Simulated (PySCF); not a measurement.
Species: CH₃O₃S (charge -1).
Bonds: C1–S2, S2–O3 (double), S2–O4 (double), S2–O5. Hydrogens: H6, H7, H8 on C1.

Computed, not measured: PySCF 2.14.0, PBE0-D3(BJ)/def2-SVP geometry optimisation, gas phase.

Q: List the bond lengths and angles at this level.

A: 
```json
{"bond": "C1–S2", "length (Å)": "1.814"}
{"bond": "S2=O3, S2=O4, S2–O5", "length (Å)": "1.480"}
{"bond": "C1–H6, C1–H7, C1–H8", "length (Å)": "1.099"}
```

Bonds in one row agree within 0.01 Å and their mean is given. A selection of angles:
```json
{"angle": "S2–C1–H6", "degrees": "108.5"}
{"angle": "S2–C1–H7", "degrees": "108.7"}
{"angle": "H6–C1–H7", "degrees": "110.3"}
{"angle": "C1–S2–O3", "degrees": "103.8"}
{"angle": "O3–S2–O4", "degrees": "114.4"}
{"angle": "O3–S2–O5", "degrees": "114.5"}
```

All 3 O–S bonds measure 1.480 Å. S2 (sulfonyl sulfur) is distorted tetrahedral (angles from 103.8° to 114.5°).

Point group: C3v (every atom within 0.08 Å of its image). PBE0-D3(BJ)/def2-SVP frequencies: not computed here. The geometry's basis has no diffuse functions, a weakness for an anion.
